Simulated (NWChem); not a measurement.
Species: N, quartet

All runs: NWChem. Spin-unrestricted. No stability test was run on the SCF state.

Taking PBE/def2-QZVP as the yardstick, which of these has the fewest basis functions while keeping “highest occupied level (eV)” within 0.1 eV of it: PBE/3-21G; PBE/pcseg-2; PBE/aug-pcseg-1; PBE/def2-TZVPP; PBE/pcseg-1?

PBE/aug-pcseg-1.
```
level            basis functions  highest occupied level (eV)
---------------  ---------------  ---------------------------
PBE/3-21G                      9                        -7.38
PBE/pcseg-1                   14                        -8.12
PBE/aug-pcseg-1               23                        -8.34
PBE/pcseg-2                   30                        -8.29
PBE/def2-TZVPP                31                        -8.23
PBE/def2-QZVP                 57                        -8.28
```

The yardstick is one finite set, not the basis-set limit.
